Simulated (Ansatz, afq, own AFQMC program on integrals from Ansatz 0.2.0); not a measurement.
# Breaking Ge3–Cl4 in SiGeH5ClO, singlet

```yaml
atoms:
  - { symbol: Si, position_ang: [0.0367, 1.5587, 0.2214] }
  - { symbol: O, position_ang: [-0.6747, 0.1330, -0.2693] }
  - { symbol: Ge, position_ang: [-0.2488, -1.5721, -0.3462] }
  - { symbol: Cl, position_ang: [1.6166, -1.8311, 0.7190] }
  - { symbol: H, position_ang: [0.2345, 1.5759, 1.7017] }
  - { symbol: H, position_ang: [1.3572, 1.7583, -0.4495] }
  - { symbol: H, position_ang: [-0.8876, 2.6615, -0.1667] }
  - { symbol: H, position_ang: [-1.3333, -2.3706, 0.3823] }
  - { symbol: H, position_ang: [-0.0122, -1.9599, -1.8097] }
```

Products: SiGeH5O (doublet; SiH3–O–GeH2) and Cl (doublet), each relaxed with PBE0/def2-SVP like the molecule; electronic energies without zero-point terms. Determinants: RHF, UHF and UHF in that order.

Basis def2-TZVP. Only valence electrons are correlated. Ansatz 0.2.0 and our own AFQMC program on the same integrals; the CISD trial comes from CCSD amplitudes, and released means the phaseless constraint is let go. Uncertainties: one standard error, sampling alone. No spin–orbit coupling. The errors of all members are added in quadrature.

No full CI on the walks' own integrals is used here. The released AFQMC energy serves as the reference, which it does only where one determinant dominates, the energy is flat over the last release times and near the phaseless one (40 meV or 2 meV an electron, half that with transition metals). On small molecules, where full CI could be run and the noise was under 10 meV, such values lay within 10 meV of it in 19 cases of 20, a flattering rate, since the rule was set on those same cases; what remains of the bias isn't in the error bar. Each member takes its own surest rung, up to full CI.

The best estimate is CCSD(T) at the basis-set limit (CBS: def2-TZVPP and def2-QZVPP, with their diffuse functions for anions and beside diffuse sets, CCSD(T) itself extrapolated) plus the step from CCSD(T) to AFQMC with the constraint released in def2-TZVP. Rows without CBS are in def2-TZVP; B2PLYP and the wave-function rows carry a basis error of their own. Core correlation and relativity beyond core potentials are missing, and ± holds the sampling alone.

Cautions: inner d shell frozen; no relativity below Rb; no spin-orbit coupling; SiGeH₅ClO (singlet): the released value is read at 0.90 1/Eh with a noise of 19 meV, more than in the cases checked (meV from the phaseless value at times in 1/Eh: -6 ± 16 at 0.21, -16 ± 12 at 0.42, -1 ± 27 at 0.63, 8 ± 19 at 0.90); SiGeH₅O (doublet): the released value is read at 1.50 1/Eh with a noise of 17 meV, more than in the cases checked (meV from the phaseless value at times in 1/Eh: -12 ± 5 at 0.24, -17 ± 12 at 0.51, 7 ± 16 at 0.99, -1 ± 17 at 1.50).

| level | bond energy (eV) |
| --- | --- |
| CCSD | 4.252 |
| B2PLYP | 4.281 |
| B3LYP | 4.132 |

Task: From these cheaper values, estimate the bond energy at the level of the best estimate.

Result: 4.515 ± 0.025 eV (best estimate, highest rung released AFQMC).

| level | bond energy (eV) | error against the best estimate (eV) |
| --- | --- | --- |
| HF | 3.336 | -1.179 ± 0.025 |
| MP2 | 4.556 | 0.041 ± 0.025 |
| CCSD(T) | 4.345 | -0.170 ± 0.025 |
| ph-AFQMC/CISD | 4.357 ± 0.019 | -0.158 ± 0.032 |
| released AFQMC | 4.346 ± 0.026 | -0.169 |
| HF/CBS | 3.330 | -1.184 ± 0.025 |
| MP2/CBS | 4.722 | 0.207 ± 0.025 |
| CCSD(T)/CBS | 4.519 | 0.004 ± 0.025 |
| PBE | 4.318 | -0.197 ± 0.025 |
| r2SCAN | 4.352 | -0.163 ± 0.025 |
| PBE0 | 4.331 | -0.184 ± 0.025 |
| wB97M-V | 4.438 | -0.077 ± 0.025 |

Correlation beyond CCSD(T) changes it by less than twice the noise. Going to the basis-set limit adds 0.175 eV at CCSD(T). The perturbative (T) step is worth +0.092 eV.

Best estimates are given only where the step beyond CCSD(T) is under 0.3 eV and no member's determinant is very poor (T1 over 0.05, or 0.07 for open shells, ⟨S²⟩ too high by 0.3, two states mixed), so the hardest cases are missing from such tables.

The functionals ran in a triple-zeta set and keep a basis error of their own, a few kJ/mol for each bond in atomization energies and more for double hybrids, so close places among them and the extrapolated levels can swap.

Each member of a difference takes its own highest rung, so a best estimate needn't equal the limit plus the step of one row. Released energies are given only where the last usable release times agree within the noise; a slower fall can still hide under it.
